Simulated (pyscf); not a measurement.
A first-order saddle from PySCF, ωB97X-D3(BJ)/def2-SVP:

```
F
C 1 1.7600
H 2 1.0931 1 102.52
H 2 1.0933 3 115.26 1 -110.87
H 2 1.0933 3 115.29 4 -138.18
C 1 1.7813 3 148.53 2 178.78
F 6 1.3305 1 105.49 3 -8.04
H 6 1.0957 7 113.14 1 110.92
H 6 1.0957 8 118.35 7 -135.81
```
Charge 0, spin multiplicity 2.

Surface: doublet, charge 0. Lowest wavenumbers (cm⁻¹): 1146i, 20, 101, 142, 286.

What reaction is this the transition state of?

`[CH3][F]` + `[CH2][F]` [doublet] ⇌ `[F][CH2][F]` + `[CH3]` [doublet], an atom transfer read from left to right: C–F broken and C–F formed. At ωB97M-D3(BJ)/def2-TZVP it lies +167.1 kJ/mol from the left side and +201.4 kJ/mol from the right (each side as separated species at their lowest minima found). This is the saddle that the search found; another between the same sides may lie lower. The angle at the transferred F is 177°.
